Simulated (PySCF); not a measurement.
CH4FS (charge -1), singlet: at a first-order saddle point.

The script, run.py:

```python
import json, numpy as np
from pyscf import gto, scf, dft, mp, cc
EV, BOHR = 27.211386245988, 0.529177210903
mol = gto.M(atom="""
F -2.082738 -0.645291 0.740423
C -0.313428 -0.250281 0.148419
S 1.825757 0.192538 -0.554104
H -0.728463 -0.011714 -0.811170
H -0.261096 0.490206 0.922410
H -0.047601 -1.266902 0.371635
H 1.607670 1.491344 -0.817612
""", basis="def2-svp", charge=-1, spin=0, max_memory=7225, verbose=0)
def mean_field(mol, dm=None):
    mf = dft.RKS(mol, xc="pbe").density_fit()
    mf.conv_tol = 1e-9; mf.grids.level = 4
    mf.kernel(dm0=dm)
    if not mf.converged: mf = mf.newton().run(mf.mo_coeff, mf.mo_occ)
    assert mf.converged
    return mf
def d4(mol):
    from pyscf.dispersion.dftd4 import DFTD4Dispersion
    real = gto.M(atom=[(mol.atom_pure_symbol(i), mol.atom_coord(i)) for i in range(7)], unit='B', charge=mol.charge, spin=None, basis='def2-svp', verbose=0)
    r = DFTD4Dispersion(real, xc="pbe", atm=True).get_dispersion(grad=True); return r["energy"], r["gradient"]
def energy_and_gradient(mol, dm=None):
    mf = mean_field(mol, dm); e, g = d4(mol)
    return mf, (mf.e_tot + e) * EV, (mf.nuc_grad_method().kernel()[:7] + g) * EV / BOHR
out = {}
mf = mean_field(mol); e = d4(mol)[0]
out.update(energy=(mf.e_tot + e) * EV, converged=True, dispersion=e * EV)
out['s2'] = mf.spin_square()[0]; out['nelec'] = mol.nelec
print(f"Total energy {out['energy']:.6f} eV, <S^2> {out['s2']:.4f}")
json.dump(out, open("out.json", "w"), default=float)
```

Command:

```bash
OMP_NUM_THREADS=4 python run.py
```

It printed (PySCF 2.14):

```
Total energy -14638.308229 eV, <S^2> 0.0000
```

The run took about 4.7 s on 4 CPU threads of a Oxide Virtual Turin-like (shared host).
